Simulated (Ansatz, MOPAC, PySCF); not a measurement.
Potential energy surface of H2P, doublet: symmetric bend, bond length relaxed. Scanned: H-P-H angle. Other coordinates (P-H bond length) were minimised at B3LYP/def2-TZVP.

- PM3, unrestricted, heats of formation (MOPAC)
- PM7, unrestricted, heats of formation (MOPAC)
- UHF/6-31G* = unrestricted Hartree-Fock/6-31G*, spherical d in PySCF
- FCI/cc-pVDZ = full CI/cc-pVDZ, frozen core (Ansatz, a first-principles code)

Energies relative to the lowest point of each profile, in kJ/mol; the last columns give the difference from FCI:

| a / ° | PM3 | PM7 | UHF/6-31G* | FCI/cc-pVDZ | PM3 − FCI/cc-pVDZ | PM7 − FCI/cc-pVDZ | UHF/6-31G* − FCI/cc-pVDZ |
|---|---|---|---|---|---|---|---|
| 180 | — | 319.7 | 338.1 | 314.8 | — | 5.0 | 23.3 |
| 169.43 | — | 297.5 | 320.6 | 296.0 | — | 1.4 | 24.6 |
| 161.76 | — | 258.9 | 287.4 | 262.8 | — | -3.8 | 24.6 |
| 147.65 | 107.6 | 170.2 | 199.6 | 184.0 | -76.4 | -13.8 | 15.6 |
| 140.13 | 80.5 | 124.7 | 153.0 | 142.4 | -61.9 | -17.7 | 10.6 |
| 129.83 | 47.6 | 71.2 | 96.3 | 91.6 | -44.0 | -20.4 | 4.7 |
| 118.41 | 19.9 | 27.2 | 46.7 | 46.4 | -26.4 | -19.2 | 0.3 |
| 108.15 | 4.6 | 4.9 | 16.1 | 17.9 | -13.4 | -13.0 | -1.8 |
| 101.79 | 0.0 | 0.0 | 4.7 | 6.7 | -6.7 | -6.7 | -2.1 |
| 90.23 | 1.2 | 8.8 | 0.0 | 0.0 | 1.2 | 8.8 | 0.0 |
| 81.60 | 9.1 | 30.6 | 11.1 | 7.0 | 2.1 | 23.6 | 4.2 |
| 70.20 | 31.2 | 77.6 | 46.5 | 32.0 | -0.8 | 45.6 | 14.5 |
| 60 | 67.3 | 132.3 | 97.8 | 69.1 | -1.8 | 63.2 | 28.6 |

PM3 is furthest from FCI/cc-pVDZ at 147.65 (-76.4 kJ/mol, below); its mean absolute difference over the points is 23.5 kJ/mol.

PM7 is furthest from FCI/cc-pVDZ at 60 (63.2 kJ/mol, above); its mean absolute difference over the points is 18.6 kJ/mol.

UHF/6-31G* is furthest from FCI/cc-pVDZ at 60 (28.6 kJ/mol, above); its mean absolute difference over the points is 11.9 kJ/mol.

Dashes: no converged value, or the column stops at the first point that the program doubted or that broke a chosen test of continuity, which isn't proof of a fault.
